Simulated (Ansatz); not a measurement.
# C4H7F: a ladder of functionals and wavefunction methods

An exercise on one series of results from a longer session: the logs are not shown, and one member is left open.

Method: functionals in def2-TZVPP, the program's frozen cores in correlated methods; program: Ansatz 0.2.0, Gaussian basis.

Levels to be run: LDA (SPW92), PBE-D4, revPBE-D4, BLYP-D4, r2SCAN-D4, B97M-V, PBE0-D4, B3LYP-D4, r2SCANh-D4, r2SCAN0-D4, HSE06-D4, BHLYP-D4, CAM-B3LYP-D4, LC-ωPBE, ωB97X-V, ωB97M-V, B2PLYP, PBE-QIDH; CCSD(T)/def2-SVP; CCSD(T)/def2-TZVPP; MP2/def2-QZVPP; extrapolation to the limit; RPA on PBE.

## Structure used throughout

All runs share one geometry, relaxed beforehand with PBE0-D4 in a triple-zeta def2 set.

SMILES `FC1CCC1`, 12 atoms, charge 0, spin multiplicity 1.

Atoms are counted from 1 here; the program's logs count them from 0.

Bond lengths: F1–C2 1.376 Å, C2–C3 1.526 Å, C2–C5 1.526 Å, C2–H6 1.094 Å, C3–C4 1.544 Å, C3–H7 1.090 Å, C3–H8 1.092 Å, C4–C5 1.544 Å, C4–H9 1.091 Å, C4–H10 1.089 Å, C5–H11 1.092 Å, C5–H12 1.090 Å. Angles: F1–C2–C3 117.2°, F1–C2–C5 117.2°, F1–C2–H6 107.5°, C3–C2–C5 89.6°, C3–C2–H6 112.4°, C5–C2–H6 112.4°, C2–C3–C4 87.1°, C2–C3–H7 118.6°, C2–C3–H8 109.6°, C4–C3–H7 119.3°, C4–C3–H8 111.0°, H7–C3–H8 109.6°, C3–C4–C5 88.3°, C3–C4–H9 111.8°, C3–C4–H10 117.5°, C5–C4–H9 111.8°, C5–C4–H10 117.5°, H9–C4–H10 108.7° and more.

The first run:

File in.yaml:

```yaml
crystal:
  periodic: [false, false, false]
  atoms:
    - {symbol: F, position_ang: [-1.651837, -1.071705, -1.066394]}
    - {symbol: C, position_ang: [-0.945566, -0.403670, -0.092751]}
    - {symbol: C, position_ang: [0.423673, -0.963000, 0.282994]}
    - {symbol: C, position_ang: [0.898985, 0.500194, 0.409492]}
    - {symbol: C, position_ang: [-0.285311, 0.913499, -0.490218]}
    - {symbol: H, position_ang: [-1.604112, -0.295127, 0.774512]}
    - {symbol: H, position_ang: [0.497286, -1.624779, 1.146029]}
    - {symbol: H, position_ang: [0.873280, -1.445839, -0.587224]}
    - {symbol: H, position_ang: [0.786166, 0.876994, 1.427392]}
    - {symbol: H, position_ang: [1.903019, 0.735005, 0.058721]}
    - {symbol: H, position_ang: [-0.005043, 0.878856, -1.545116]}
    - {symbol: H, position_ang: [-0.813439, 1.844371, -0.283437]}
basis:
  gaussian: {orbitals: def2-TZVPP}
hamiltonian: {xc: lda}
output: {orbitals: {seedname: orbitals}}
```

Steps of the session up to this table: LDA; PBE-D4 (GGA); revPBE-D4 (GGA); BLYP-D4 (GGA); r2SCAN-D4 (meta-GGA); B97M-V (meta-GGA); PBE0-D4 (hybrid); B3LYP-D4 (hybrid); r2SCANh-D4 (hybrid); r2SCAN0-D4 (hybrid); HSE06-D4 (hybrid); BHLYP-D4 (hybrid); CAM-B3LYP-D4 (range-separated); LC-ωPBE-D4 (range-separated; the results give it without D4); ωB97X-V (range-separated); ωB97M-V (range-separated); B2PLYP (double hybrid); PBE-QIDH (double hybrid).

One of the session's tables, all rows but one given; the rest of the session is left out.

It belongs to the step «Orbital energies across the functionals». 

| functional | HOMO (eV) | LUMO (eV) | gap (eV) |
| --- | --- | --- | --- |
| LDA (SPW92) | -7.26 | 0.36 | 7.62 |
| PBE-D4 | -7.16 | 0.50 | 7.66 |
| revPBE-D4 | -7.10 | 0.57 | 7.67 |
| BLYP-D4 | -7.10 | 0.48 | 7.58 |
| r2SCAN-D4 | -7.46 | 1.23 | 8.69 |
| B97M-V | -7.61 | 0.66 | 8.28 |
| PBE0-D4 | -8.67 | 1.30 | 9.98 |
| B3LYP-D4 | -8.48 | 0.96 | 9.44 |
| r2SCANh-D4 | ? | ? | ? |
| r2SCAN0-D4 | -8.87 | 1.84 | 10.71 |
| HSE06-D4 | -8.27 | 0.93 | 9.20 |
| BHLYP-D4 | -10.13 | 1.89 | 12.03 |
| CAM-B3LYP-D4 | -10.15 | 2.06 | 12.21 |
| LC-ωPBE | -11.46 | 3.38 | 14.84 |
| ωB97X-V | -11.13 | 3.18 | 14.31 |
| ωB97M-V | -11.03 | 2.74 | 13.77 |

**Question.** Estimate the row for r2SCANh-D4.

Worked estimate for «HOMO (eV)». Against the share of exact exchange, r2SCAN-D4 (0, -7.46), r2SCAN0-D4 (0.25, -8.87) give a slope of -5.64 per unit share; at 0.1 the line stands at -8.02.

As computed: HOMO (eV): -8.03; LUMO (eV): 1.51; gap (eV): 9.53. In «HOMO (eV)» the line misses by +0.01.
